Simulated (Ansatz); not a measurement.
Basis-set extrapolation for the B atom (frozen core, the Gaussian-basis code of Ansatz). Multiplicity 2, UHF reference.

|  | cc-pV(T+d)Z | cc-pV(Q+d)Z |
| --- | --- | --- |
| HF | -24.532068 | -24.532967 |
| MP2 correlation | -0.044081 | -0.047019 |
| CCSD(T) correlation | -0.066033 | -0.067869 |

Energies in hartree. Use E(X) = E(∞) + A·exp(−5.46·√X) for Hartree–Fock and E(X) = E(∞) + B·X^(−3.05) for correlation, with X = 3 and 4.

Q: What is the CCSD(T) energy at the basis-set limit?

A: HF limit: -24.532967 + (-0.000899) × 0.30130 = -24.53324. Correlation limit: -0.067869 + (-0.001836) × 0.71189 = -0.06918. Total: -24.60242 hartree, 11.3 kJ/mol below CCSD(T)/cc-pV(T+d)Z.
